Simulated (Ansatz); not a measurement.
**Heat of formation of C2H5N (N-methylmethanimine) from total energies**

C2H5N has 8 atoms, charge 0, and is taken as a singlet. SMILES: `C=NC`. The coordinates come from a PBE0-D4/def2-TZVP relaxation.

Total energies at r2SCAN0/aug-cc-pVDZ (Ansatz 0.2.0); the atoms run unrestricted:

```tsv
species	state	energy (Eh)
C2H5N	singlet	-133.854442
C	triplet	-37.829186
N	quartet	-54.571829
H	doublet	-0.499418
```

Harmonic wavenumbers at PBE0-D4/def2-TZVP, in cm⁻¹: 222, 479, 700, 997, 1069, 1122, 1141, 1240, 1427, 1468, 1471, 1503, 1767, 2988, 3000, 3090, 3111, 3150.

Measured heats of formation of the gaseous atoms at 298.15 K, in kJ/mol: C 716.9, N 472.4, H 218.0. Take 1 Eh = 2625.50 kJ/mol, 1 cm⁻¹ = 0.0119627 kJ/mol, RT = 2.479 kJ/mol.

Question: Work out the heat of formation of the gas at 298 K.

Answer: 
1. Electronic atomisation energy: 2 × (-37.829186) + (-54.571829) + 5 × (-0.499418) − (-133.854442) = 1.127151 Eh = 2959.3 kJ/mol.
2. Zero-point energy: half the sum of the wavenumbers, 14972.5 cm⁻¹ = 179.1 kJ/mol.
3. Thermal vibrational enthalpy, Σ hcν̃/(exp(hcν̃/kT) − 1): 2.7 kJ/mol. Translation, rotation and pV of a non-linear molecule: 4 RT = 9.9 kJ/mol.
4. The 8 free atoms carry 5/2 RT each: 49.6 kJ/mol.
5. Atomisation enthalpy at 298 K: 2959.3 − 179.1 − 2.7 − 9.9 + 49.6 = 2817.2 kJ/mol.
6. Sum of the atoms' heats of formation: 2996.2 kJ/mol. Heat of formation: 2996.2 − 2817.2 = +179.0 kJ/mol.

No measured value is set beside it here. Anharmonicity and any spin-orbit splitting of the molecule are left out.
